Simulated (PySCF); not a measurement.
Estimate the missing entries of this data sheet.

Compound: C3H5ClO2.
SMILES: `O=COCCCl`

Conformer (atom-mapped SMILES and torsion angles): `[O:1]=[CH:2][O:3][CH2:4][CH2:5][Cl:6]`: O1–C2–O3–C4 -1°, C2–O3–C4–C5 77°, O3–C4–C5–Cl6 172°.

| property | level | value |
| --- | --- | --- |
| point group of the GFN2-xTB geometry | GFN2-xTB | C1 |
| rotational constants A, B, C of the GFN2-xTB geometry | GFN2-xTB | ? |
| dipole moment | B3LYP/def2-SVPD | 2.11 D |
| HOMO energy | B3LYP/def2-SVPD | -8.43 eV |
| LUMO energy | B3LYP/def2-SVPD | -0.69 eV |
| lowest singlet excitation | TDDFT B3LYP/def2-SVPD | ? |
| strongest line among the 8 lowest singlet transitions | TDDFT B3LYP/def2-SVPD | S8 at 8.10 eV (153 nm, f = 0.031) |
| lowest triplet excitation (Tamm–Dancoff) | TDA B3LYP/def2-SVPD | 5.33 eV |
| static isotropic polarisability | B3LYP/def2-SVPD | 59.0 au |
| electronic spatial extent ⟨r²⟩ about the centre of nuclear charge | B3LYP/def2-SVPD | ? |
| core binding energies | ΔSCF SCAN, pcX-2 on the ionised atom, pcseg-1 elsewhere, spin-free X2C, 2p3/2 from a spin–orbit splitting computed afterwards within the 2p shell | Cl2p3/2 206.3, C1s 292.7, C1s 293.1, C1s 295.2, O1s 538.5, O1s 540.1, Cl1s 2828.9 eV |

Electronic properties: PySCF, gas phase, density fitting.

Question: What is the lowest singlet excitation?

Answer: 5.88 eV (211 nm, f = 0.002).

Question: What are the rotational constants A, B, C of the GFN2-xTB geometry?

Answer: 8.357, 1.275, 1.173 GHz.

Question: What is the electronic spatial extent ⟨r²⟩ about the centre of nuclear charge?

Answer: 919 bohr².

With B = h/(8π²I), that is 505.379 GHz u Å² over I, the principal moments of inertia are 60.5, 396.4 and 431.0 u Å² (most abundant isotopes); the inertial defect Ic − Ia − Ib is -25.9 u Å² (zero for a rigid planar frame, negative otherwise). No computed singlet falls in the visible range (750 to 380 nm, 1.65 to 3.26 eV); S1 lies 2.62 eV above its blue end. The dipole equals about 7.0 × 10⁻³⁰ C·m (1 D = 3.33564 × 10⁻³⁰ C·m). The vertical singlet–triplet gap S1 − T1 is 0.55 eV (TDDFT singlet less Tamm–Dancoff triplet; S1: HOMO→LUMO, weight 0.65; T1: HOMO→LUMO, weight 0.62).

One conformer stands for the species.
